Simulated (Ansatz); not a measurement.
# CHBSi: the cost of one run

Method: def2-TZVPP, core rule «outside noble gas», up to 7 orbitals frozen; program: Ansatz 0.2.0, Gaussian basis.

To be run: UHF; ROHF; CCSD(T) on UHF.

2 further runs of the same task are left out: 2 set aside as unsound or not needed.

### Step 1. The system

The geometry is a PBE0/def2-TZVP stationary point (not a proven minimum) of the parent state, kept for this charge and spin.

4 atoms, charge 1, spin multiplicity 4.

Atoms are counted from 1 here; the program's logs count them from 0.

Bond lengths: B1–Si2 1.863 Å, Si2–C3 1.679 Å, C3–H4 1.082 Å. Angles: B1–Si2–C3 143.8°, Si2–C3–H4 141.9°.

As a file:

```
B     0.00000   -0.30771    1.82659
Si    0.00000    0.24491    0.04770
C     0.00000   -0.30032   -1.54063
H     0.00000    0.05479   -2.56269
```

### Step 2. UHF

in.yaml reads:

```yaml
crystal:
  periodic: [false, false, false]
  atoms:
    - {symbol: B, position_ang: [0.000000, -0.307706, 1.826587]}
    - {symbol: Si, position_ang: [0.000000, 0.244910, 0.047705]}
    - {symbol: C, position_ang: [0.000000, -0.300317, -1.540627]}
    - {symbol: H, position_ang: [0.000000, 0.054790, -2.562688]}
basis:
  gaussian: {orbitals: def2-TZVPP}
total_charge: 1
magnetization: {spin_polarized: true, initial_magnetization: 3}
hamiltonian: {xc: hf}
output: {orbitals: {seedname: orbitals}}
```

The run is started by

```
> ansatz run in.yaml --threads 1 --pin off --events-out ev --progress --plain --max-ram 4096MiB --backend cpu
```

What time and memory should one allow on 1 thread of AMD EPYC 7R13, shared host?

About 18 s, with a peak of 0.27 GiB.
